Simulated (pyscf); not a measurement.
HN=Ga–NH₂ + ammonia (NH₃) → H₂N–Ga(NH₂)–NH₂ (addition across a multiple bond or ene-type step; singlet surface; H–N broken, H–N, Ga–N formed). Structures and frequencies: ωB97X-D3(BJ)/def2-SVP in PySCF. Energies in kcal/mol from the separated reactants.

```
level                   barrier  reaction energy
----------------------  -------  ---------------
ωB97X-D3(BJ)/def2-TZVP      [?]              [?]
PBE/def2-TZVP             -12.4            -56.4
r²SCAN/def2-TZVP          -14.6            -63.3
M06-2X/def2-TZVP            [?]            -72.6
ωB97M-D3(BJ)/def2-TZVP    -12.8            -66.2
HF/def2-TZVP               -6.4            -75.9
```

### Question
Some entries are withheld; supply them.

### Answer

- ωB97X-D3(BJ)/def2-TZVP, barrier: -14.5
- ωB97X-D3(BJ)/def2-TZVP, reaction energy: -69.5
- M06-2X/def2-TZVP, barrier: -18.1

On the reactant side the descent ends in an adduct with a Ga–N contact, 22.8 kcal/mol under the separated species and 8.3 kcal/mol under the saddle at ωB97X-D3(BJ)/def2-TZVP. At ωB97X-D3(BJ)/def2-TZVP, PBE, r²SCAN, M06-2X, ωB97M-D3(BJ)/def2-TZVP, HF the saddle lies under the separated reactants, which points to a path from their complex (located at ωB97X-D3(BJ) alone). What is counted as formed (Ga–N) is already present as a longer contact in the reactant adduct; forming that adduct is a step of its own. This is the saddle that the search found; another between the same sides may lie lower. Elements up to Kr have no core potential and no relativistic terms here.
